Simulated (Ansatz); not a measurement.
**Palladium, fcc: convergence with the k-point mesh**

Computed with Ansatz, LDA, scalar-relativistic PAW, on the relaxed cell (a = 3.841 Å; non-magnetic). Errors count from a run at 420 eV on a Γ-centred 23×23×23 mesh with Fermi-Dirac smearing of 0.05 eV, extrapolated to zero width. Fixed here: cutoff 420 eV, Fermi-Dirac width 0.05 eV.

```json
{"k-mesh": "2×2×2", "E(σ→0) error (meV/atom)": "3478.9", "P (GPa)": "63.70", "SCF iterations": "10"}
{"k-mesh": "4×4×4", "E(σ→0) error (meV/atom)": "-145.2", "P (GPa)": "-0.27", "SCF iterations": "51"}
{"k-mesh": "5×5×5", "E(σ→0) error (meV/atom)": "162.7", "P (GPa)": "3.08", "SCF iterations": "12"}
{"k-mesh": "7×7×7", "E(σ→0) error (meV/atom)": "-5.0", "P (GPa)": "0.30", "SCF iterations": "14"}
{"k-mesh": "9×9×9", "E(σ→0) error (meV/atom)": "-8.5", "P (GPa)": "-0.50", "SCF iterations": "21"}
{"k-mesh": "11×11×11", "E(σ→0) error (meV/atom)": "18.4", "P (GPa)": "0.29", "SCF iterations": "24"}
{"k-mesh": "15×15×15", "E(σ→0) error (meV/atom)": "-6.1", "P (GPa)": "-0.32", "SCF iterations": "19"}
{"k-mesh": "20×20×20", "E(σ→0) error (meV/atom)": "1.2", "P (GPa)": "-0.25", "SCF iterations": "19"}
```

Within 5 meV/atom of the last row: from 20×20×20 on.
